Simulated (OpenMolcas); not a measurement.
# triplet [NH4]+: levels of theory compared

We compute a comparison of 6 runs (UB3LYP/6-31G*, U-revPBE/def2-TZVPP, UPBE/def2-TZVPP, UPBE0/def2-TZVPP, UTPSS/def2-TZVPP, ROCCSD(T)/def2-TZVPP) of triplet [NH4]+. 

The calculation is run with OpenMolcas 26.06.

**1. The structure to begin with**

[NH4]+ has 5 atoms, charge +1, and is taken as a triplet. As SMILES of the parent species, `[NH4+]`. The coordinates come from a PBE0-D4/def2-TZVP relaxation. That shape belongs to the parent species and isn't relaxed for this state.

Bond lengths: N1–H2 1.024 Å, N1–H3 1.024 Å, N1–H4 1.024 Å, N1–H5 1.024 Å. Angles: H2–N1–H3 109.5°, H2–N1–H4 109.5°, H2–N1–H5 109.5°, H3–N1–H4 109.5°, H3–N1–H5 109.5°, H4–N1–H5 109.5°.

**2. A single-point energy at UB3LYP/6-31G(d) (spherical functions) (run 1)**

The input, mol.xyz:

```xyz
5

N      0.000010     0.000010     0.000000
H      0.453330    -0.447860     0.801010
H     -0.972430     0.216180     0.235210
H      0.023940    -0.633460    -0.803650
H      0.495160     0.865130    -0.232580
```

The input, calc.input:

```
* H4N Kohn-Sham DFT

&GATEWAY
 BASLIB = $CurrDir
 COORD = mol.xyz
 BASIS = 6-31Gs
 GROUP = NoSym

&SEWARD
 GRIDINPUT
 Grid=UltraFine
 End of Grid

&SCF
 UHF
 CHARGE = 1
 SPIN = 3
 KSDFT = B3LYP
 THRESHOLDS = 1e-10 1e-07 1e-07 1e-05
 PRORBITALS = 1 1
```

The basis set 6-31G* is read from a file made from the Basis Set Exchange's data (not shown).

The run is started by

```sh
$ export MOLCAS_MEM=1860
$ pymolcas calc.input > calc.log
```

The program printed:

```text
--- Start Module: gateway ---
[...]
--- Stop Module: gateway /rc=_RC_ALL_IS_WELL_ ---
--- Start Module: seward ---
[...]
      Basis functions           22
--- Stop Module: seward /rc=_RC_ALL_IS_WELL_ ---
--- Start Module: scf ---
[...]
       Convergence after  42 Iterations
[...]
::    Total KS-DFT energy                             -56.3512372808
[...]
      Total spin, S                                     1.0006006134
[...]
      Total electronic charge=   10.000000
      Total            charge=    1.000000
[...]
      Dipole Moment (debye):
      Origin of the operator (angstrom)=    0.0000    0.0000   -0.0000
                   X= -3.2807E-02               Y=  8.6752E-01               Z=  1.1008E+00           Total=  1.4019E+00
      Center of Charge (angstrom)
[...]
--- Stop Module: scf /rc=_RC_ALL_IS_WELL_ ---
[...]
```

Run time: 20 s. Hardware: 1 thread of Arm Neoverse V2, shared host; peak memory 0.37 GiB.

**3. The energy at U-revPBE/def2-TZVPP (run 2)**

The input, run.input:

```
&gateway
  baslib
  $CurrDir
  coord
  5
  angstrom
  N        0.000010       0.000010       0.000000
  H        0.453330      -0.447860       0.801010
  H       -0.972430       0.216180       0.235210
  H        0.023940      -0.633460      -0.803650
  H        0.495160       0.865130      -0.232580
  basis
  def2-TZVPP
  group
  NoSym

&seward
  gridinput
  Grid=UltraFine
  End of Grid

&scf
  uhf
  charge
  1
  spin
  3
  ksdft
  revPBE
  thresholds
  1e-10 1e-07 1e-07 1e-05
  prorbitals
  0
```

The basis set def2-TZVPP is read from a file made from the Basis Set Exchange's data (not shown).

The run is started by

```sh
$ export MOLCAS_MEM=1860
$ pymolcas run.input > run.log
```

The program printed:

```text
--- Start Module: gateway ---
[...]
--- Stop Module: gateway /rc=_RC_ALL_IS_WELL_ ---
--- Start Module: seward ---
[...]
      Basis functions           87
--- Stop Module: seward /rc=_RC_ALL_IS_WELL_ ---
[...]
--- Start Module: scf ---
[...]
       Convergence after  41 Iterations
[...]
::    Total KS-DFT energy                             -56.3820364512
[...]
      Total spin, S                                     1.0007559763
[...]
      Total electronic charge=   10.000000
      Total            charge=    1.000000
[...]
      Dipole Moment (debye):
      Origin of the operator (angstrom)=    0.0000    0.0000   -0.0000
                   X= -3.4875E-03               Y=  8.6994E-03               Z= -7.1145E-04           Total=  9.3994E-03
      Center of Charge (angstrom)
[...]
--- Stop Module: scf /rc=_RC_ALL_IS_WELL_ ---
[...]
```

Wall time 92 s (1 thread of Arm Neoverse V2, shared host); peak memory 0.48 GiB.

Run 3 isn't shown in full; the table further down has it.

**4. A single-point energy at UPBE0/def2-TZVPP (run 4)**

The input, mol.input:

```
>>> EXPORT MOLCAS_PRINT=2
&GATEWAY
BasLib=$CurrDir
Coord
5
angstrom
N        0.000010       0.000010       0.000000
H        0.453330      -0.447860       0.801010
H       -0.972430       0.216180       0.235210
H        0.023940      -0.633460      -0.803650
H        0.495160       0.865130      -0.232580
Basis=def2-TZVPP
Group=NoSym
&SEWARD
GridInput
Grid=UltraFine
End of Grid
&SCF
UHF
Charge=1
Spin=3
KSDFT=PBE0
Thresholds=1e-10 1e-07 1e-07 1e-05
PrOrbitals=1 2
```

The basis set def2-TZVPP is read from a file made from the Basis Set Exchange's data (not shown).

The run is started by

```sh
$ export MOLCAS_MEM=1860
$ pymolcas mol.input > mol.log
```

The program printed:

```text
--- Start Module: gateway ---
[...]
--- Stop Module: gateway /rc=_RC_ALL_IS_WELL_ ---
--- Start Module: seward ---
[...]
      Basis functions           87
--- Stop Module: seward /rc=_RC_ALL_IS_WELL_ ---
[...]
--- Start Module: scf ---
[...]
       Convergence after  59 Iterations
[...]
::    Total KS-DFT energy                             -56.3240676086
[...]
      Total spin, S                                     1.0011452506
[...]
      Total electronic charge=   10.000000
      Total            charge=    1.000000
[...]
      Dipole Moment (debye):
      Origin of the operator (angstrom)=    0.0000    0.0000   -0.0000
                   X= -2.6530E-01               Y=  6.0084E-01               Z=  1.2297E-03           Total=  6.5680E-01
      Center of Charge (angstrom)
[...]
--- Stop Module: scf /rc=_RC_ALL_IS_WELL_ ---
[...]
```

Run time: 2.3 min. Hardware: 1 thread of Arm Neoverse V2, shared host; peak memory 0.48 GiB.

Run 5 isn't shown in full; the table further down has it.

**5. The energy at ROCCSD(T)/def2-TZVPP (run 6)**

The input, mol.inp:

```
* H4N CCSD(T)

&GATEWAY
 BASLIB=$CurrDir
 COORD
 5
 angstrom
 N        0.000010       0.000010       0.000000
 H        0.453330      -0.447860       0.801010
 H       -0.972430       0.216180       0.235210
 H        0.023940      -0.633460      -0.803650
 H        0.495160       0.865130      -0.232580
 BASIS=def2-TZVPP
 GROUP=NoSym

&SEWARD

&SCF
 UHF
 CHARGE=1
 SPIN=3
 THRESHOLDS=1e-10 1e-07 1e-07 1e-05
 PRORBITALS=1

&RASSCF
 FILEORB=$Project.UnaOrb
 SPIN=3
 NACTEL=2 0 0
 INACTIVE=4
 RAS2=2
 OUTORBITALS=Canonical
 ORBLISTING=Nothing

&MOTRA
 JOBIPH
 FROZEN=1

&CCSDT
 CCT
 TRIPLES=3
 ITERATIONS=80
 ACCURACY=1e-08
 EXTRAPOLATION=5 4
```

The basis set def2-TZVPP is read from a file made from the Basis Set Exchange's data (not shown).

The run is started by

```sh
$ export MOLCAS_MEM=1860
$ pymolcas mol.inp > mol.log
```

The program printed:

```text
--- Start Module: gateway ---
[...]
--- Stop Module: gateway /rc=_RC_ALL_IS_WELL_ ---
[...]
      Basis functions           87
[...]
       Convergence after  41 Iterations
[...]
::    Total SCF energy                                -56.0541350360
[...]
      Total spin, S                                     1.0022464262
[...]
      Number of active orbitals                  2
[...]
      Spin quantum number                      1.0
[...]
      Active orbitals                            2
[...]
      Number of CSFs                             1
[...]
      Number of root(s) required                 1
[...]
      Convergence after 13 iterations
[...]
      printout of CI-coefficients larger than  0.05 for root  1
      energy=     -56.050019
      conf/sym  11     Coeff  Weight
             1  uu   1.00000 1.00000
      Natural orbitals and occupation numbers for root  1
      sym 1:   1.000000   1.000000
      ************************************************************************************************************************
      *                                                    Final results                                                     *
[...]
::    RASSCF root number  1 Total energy:    -56.05001859
[...]
      Total electronic charge=   10.000000
      Total            charge=    1.000000
[...]
      Dipole Moment (debye):
      Origin of the operator (angstrom)=    0.0000    0.0000   -0.0000
                   X= -6.8858E-02               Y=  1.8226E+00               Z=  2.3124E+00           Total=  2.9451E+00
      Center of Charge (angstrom)
[...]
--- Start Module: motra ---
[...]
      *** WARNING: Default frozen orbitals is overwritten by user input.
      *** Default values:   1
[...]
--- Stop Module: motra /rc=_RC_ALL_IS_WELL_ ---
[...]
--- Start Module: ccsdt ---
[...]
      Convergence after                    24  Iterations
      Total energy (diff) :     -56.27126369      -0.00000000
[...]
 METHOD                       : CCSD+T(CCSD)+<T3(1)WT1>+<T3(1)UT2> = CCSD(T)
[...]
       CCSD     =       -56.2712636908187
[...]
--- Stop Module: ccsdt /rc=_RC_ALL_IS_WELL_ ---
[...]
```

It took 30 s on 1 thread of Arm Neoverse V2, shared host; peak memory 0.48 GiB.

**6. All runs side by side**

```csv
run,level,integration grid,frozen core orbitals,energy (Eh),HOMO energy (eV),⟨S²⟩,wall time
1,UB3LYP/6-31G* (spherical functions),UltraFine,–,-56.351237,-9.24,2.002,20 s
2,U-revPBE/def2-TZVPP,UltraFine,–,-56.382036,-9.04,2.002,92 s
3,UPBE/def2-TZVPP,UltraFine,–,-56.323933,-9.09,2.002,86 s
4,UPBE0/def2-TZVPP,UltraFine,–,-56.324068,-9.78,2.003,2.3 min
5,UTPSS/def2-TZVPP,UltraFine,–,-56.397761,-8.97,2.003,1.9 min
6,ROCCSD(T)/def2-TZVPP,–,1,-56.277985,–,–,30 s
```

**7. Results**

```
             quantity         value
  run 6: total energy  -56.27798 Eh
run 6: (T) correction     -6.72 mEh
```

**Reading.** Totals of different functionals can't be ranked against each other. All runs together took 8 min, the longest 2.3 min.
